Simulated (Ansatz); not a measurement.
Geometry optimisation, RKS LDA/6-31G in Ansatz.

input.yaml

```yaml
crystal:
  periodic: [false, false, false]
  atoms:
    - { symbol: O, position_ang: [-0.41557, 1.32362, -0.89303] }
    - { symbol: C, position_ang: [-0.04514, 0.32272, -0.03983] }
    - { symbol: S, position_ang: [1.76717, 0.15, -0.2353] }
    - { symbol: S, position_ang: [-0.97517, -1.24432, -0.44199] }
    - { symbol: H, position_ang: [-1.37496, 1.43385, -0.90199] }
    - { symbol: H, position_ang: [-0.25741, 0.54152, 1.0144] }
    - { symbol: H, position_ang: [1.92956, -0.6317, 0.83331] }
    - { symbol: H, position_ang: [-0.62849, -1.89571, 0.66445] }
basis:
  gaussian: { orbitals: "6-31G" }
hamiltonian:
  xc: lda
relax:
  f_tol: 0.02
  max_steps: 50
output:
  orbitals: {}
```

Run as:

```bash
$ ansatz run input.yaml --threads 1 --pin off --max-ram 2048MiB --backend cpu --events-out ev --progress --plain --runs-dir out
```

**Question.** Where does it end, and by what steps?

**Answer.** The forces met the threshold. Limits of this set-up: no polarisation functions. After 21 steps the energy has fallen by 0.532 eV; H8 moved furthest, 1.14 Å.

```tsv
step	energy less start (eV)	largest force component (eV/Å)	accepted
0	0.0000	1.609	yes
1	-0.1760	0.530	yes
2	-0.1938	0.795	yes
3	-0.2180	0.150	yes
4	-0.2183	0.286	yes
5	-0.2423	0.168	yes
6	-0.2500	0.159	yes
7	-0.2437	0.546	no
8	-0.2585	0.072	yes
9	-0.2646	0.205	yes
10	-0.2683	0.635	yes
11	-0.3424	0.413	yes
12	-0.3005	2.043	no
13	-0.3975	0.420	yes
14	-0.4415	0.620	yes
15	-0.4769	0.462	yes
16	-0.5029	0.350	yes
17	-0.5240	0.207	yes
18	-0.5288	0.061	yes
19	-0.5310	0.104	yes
20	-0.5316	0.022	yes
21	-0.5317	0.018	yes
```

```xyz
8
Properties=species:S:1:pos:R:3
O -0.853 1.215 -0.420
C -0.050 0.315 0.258
S 1.772 0.587 -0.208
S -0.446 -1.510 -0.118
H -0.747 1.112 -1.403
H -0.189 0.498 1.332
H 2.202 -0.716 0.038
H -1.688 -1.501 0.520
```

Whether the end is a true minimum wasn't checked by a vibrational analysis.

The run took 26 s on 1 thread of AMD EPYC 9R14 (Zen 4), on a shared host, peak memory 0.14 GiB.
